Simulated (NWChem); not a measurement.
A series in which one site is exchanged, each optimised at PBE0/def2-SVP with NWChem, gas phase unless a solvent is named. For some, no frequency run checked for a minimum. def2 effective core potentials on Hf; no spin-orbit coupling.

A: [CH3][Hf]([CH3])=[O] (C2H6HfO; site = Hf)
B: [CH3][Ti]([CH3])=[O] (C2H6OTi; site = Ti)
C: CS(C)=O (C$_{2}$H$_{6}$OS; site = S)

| quantity | A | B | C |
|---|---|---|---|
| dipole (D), PBE0/def2-SVP | [?] | 3.88 | 3.95 |
| orbital gap (eV), PBE0/def2-SVP | [?] | 5.11 | 7.80 |
| static polarisability, PBE/def2-SVPD (bohr³) | [?] | 67.5 | 55.4 |
| lowest singlet excitation, PBE/def2-SVPD, TDA (eV) | [?] | 2.71 | 5.22 |

Task: Fill in the missing entries.

Result: 
- dipole (D), PBE0/def2-SVP, A: 5.68
- orbital gap (eV), PBE0/def2-SVP, A: 4.88
- static polarisability, PBE/def2-SVPD (bohr³), A: 78.6
- lowest singlet excitation, PBE/def2-SVPD, TDA (eV), A: 3.17
